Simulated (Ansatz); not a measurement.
Basis-set extrapolation for `c1ncncn1` (PBE0-D4/def2-TZVP geometry, frozen core, the Gaussian-basis code of Ansatz). Multiplicity 1, RHF reference.

```json
{"": "HF", "def2-TZVPP": "-278.798780", "def2-QZVPP": "-278.810625"}
{"": "MP2 correlation", "def2-TZVPP": "-1.037116", "def2-QZVPP": "-1.107577"}
{"": "CCSD(T) correlation", "def2-TZVPP": "-1.102785", "def2-QZVPP": "not run"}
```

Energies in hartree. Use E(X) = E(∞) + A·exp(−7.88·√X) for Hartree–Fock and E(X) = E(∞) + B·X^(−2.97) for correlation, with X = 3 and 4, and add CCSD(T) minus MP2 of the smaller set to the MP2 limit.

Q: What is the CCSD(T) energy at the basis-set limit?

A: HF limit: -278.810625 + (-0.011845) × 0.13774 = -278.81226. MP2 limit: -1.107577 + (-0.070461) × 0.74074 = -1.15977. Higher-order term: -1.102785 − (-1.037116) = -0.06567. Total: -280.03770 hartree, 357.4 kJ/mol below CCSD(T)/def2-TZVPP.
